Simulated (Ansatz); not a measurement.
A calculation with Ansatz (development build ahead of 0.2.0).

```yaml
crystal:
  periodic: [false, false, false]
  atoms:
    - { symbol: S, position_ang: [0.0, 0.0, -0.7163] }
    - { symbol: O, position_ang: [0.0, 0.0, 0.7163] }
basis:
  gaussian: { orbitals: def2-SVP }
total_charge: 1
magnetization:
  initial_magnetization: 1
hamiltonian:
  xc: hf
correlation:
  method: ccsd_t
  frozen_orbitals: { O: 1, S: 5 }
scf:
  omitted_lower_state_checks: [stability, starts, atomic_configurations, cluster_reference, orbital_swaps, given_window_search, neighbouring_geometries, increment]
```

The input is written out in the form of the current development build from the run's settings. Correlation on restricted open-shell orbitals is semicanonical, with singles.

The run gave:

```json
{"Converged": "yes", "Reference energy": "-471.76521 hartree", "Correlation energy": "-0.34002 hartree", "Total energy": "-472.10522 hartree"}
```
